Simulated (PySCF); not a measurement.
**Lithium: a sound run and one with changed settings**

Sound run: Li [He] 2s1, Li⁺ 1s2. Calculation: PySCF 2.14, in pcseg-2; the non-relativistic Hamiltonian (point nucleus). The sound run starts from symmetry-adapted Hartree-Fock orbitals and uses a fine grid where one is needed.

A second run was set up differently.

```csv
species,method,sound run (hartree),changed run (hartree),converged
Li,UHF,-7.43074,-7.43074,yes
Li,BP86,-7.48026,-7.48310,yes
Li,MN15,-7.48881,-7.48001,yes
Li⁺,UHF,-7.23461,-7.23461,yes
Li⁺,BP86,-7.27596,-7.27835,yes
Li⁺,MN15,-7.29981,-7.29191,yes
```

Ionisation energy of Li:

```tsv
method	sound run (eV)	changed run (eV)
UHF	5.337	5.337
BP86	5.559	5.571
MN15	5.143	5.119
```

**Question.** What was changed?
A. a valence shell is frozen
B. radial grid too coarse
C. basis contracted for another Hamiltonian
D. too few SCF iterations

**Answer.** B. It used radial step 0.8 in ln r (0.13 in the sound run). A coarse radial grid mis-integrates the density and the exchange-correlation energy, with errors of either sign; Hartree-Fock needs no grid.
